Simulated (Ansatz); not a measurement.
Forces away from equilibrium

CH$_{4}$OSi (SMILES CO[SiH]), singlet, displaced at random from a GFN2-xTB minimum.

```
7
angstrom
C -0.5576 0.4272 -0.4723
O -0.3961 -0.5897 0.4113
Si 0.8102 -1.3216 1.1536
H -1.5209 0.4604 -0.7623
H 0.2304 0.4972 -1.1732
H -0.4398 1.3696 0.1594
H 2.0334 -0.6045 0.7381
```

Program: Ansatz 0.2.0. Basis: def2-TZVPP. Cores are frozen in the correlated methods.

CCSD(T) forces from the calculation:
```csv
atom,Fx,Fy,Fz (eV/Å)
C1,2.503,3.583,2.746
O2,-0.645,-1.721,0.560
Si3,0.304,-1.759,1.495
H4,-3.062,-0.133,-1.904
H5,0.439,-0.237,-1.352
H6,-0.144,-0.544,-0.908
H7,0.605,0.810,-0.637
```

(1) Which atom feels the largest CCSD(T) force, and how large is it?

No T1 diagnostic of these runs exceeds 0.015. The restricted Hartree–Fock reference is unstable towards an unrestricted one here. These are differences at one structure, and CCSD(T) in triple zeta is itself an approximation.

## Answers

(1) C1, 5.16 eV/Å, along (0.48, 0.69, 0.53).

Root-mean-square difference of the force components from those of CCSD(T): PBE0-D4 0.157; wB97M-V 0.070; r2SCAN-D4 0.092; PBE-D4 0.204; BLYP-D4 0.189; B97M-V 0.164 eV/Å.

For scale, one of the runs: CCSD(T)/def2-TZVPP forces, 160 basis functions (an equivalent command: `ansatz run in.yaml --threads 4`). Time: 52 s of wall clock on 4 CPU threads; the host was shared. Peak host memory: 2.2 GiB.
